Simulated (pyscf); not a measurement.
Structures and frequencies: ωB97X-D3(BJ)/def2-SVP in PySCF.

SMILES: [WH]([F])([F])([SeH])=[Se]
```xyz
7

F      0.8724     2.2821    -0.8057
W     -0.0251     0.8971     0.1086
F      0.7967     0.8622     1.7682
Se    -2.2110     1.2060     0.2095
Se     0.5099    -0.3712    -1.9123
H     -0.1658    -0.7788     0.2912
H      0.9541     0.7893    -2.7015
```

Q: How much does it cost (ΔH, 298 K, ωB97M-D3(BJ)/def2-TZVP) to split `[F][WH]([F])(=[Se])[SeH]` at its H–W bond into [F–W(F)(=Se)–SeH]• + H•?

A: H–W to [F–W(F)(=Se)–SeH]• + H•: 2.43 eV. The 7 functionals that were run give +2.25 (M06-2X) to +2.50 eV (B3LYP-D3(BJ)). The radicals are drawn with the spin at the cut bond; how far it spreads was not checked. Other isomers of [F–W(F)(=Se)–SeH]• were not searched in full and may lie lower. Open-shell species with a d-block atom are single-reference here; other states, and whether the spin sits on metal or ligand, were not checked. Elements up to Kr have no core potential and no relativistic terms here. Elements past Kr carry the def2 core potentials, without spin-orbit coupling.
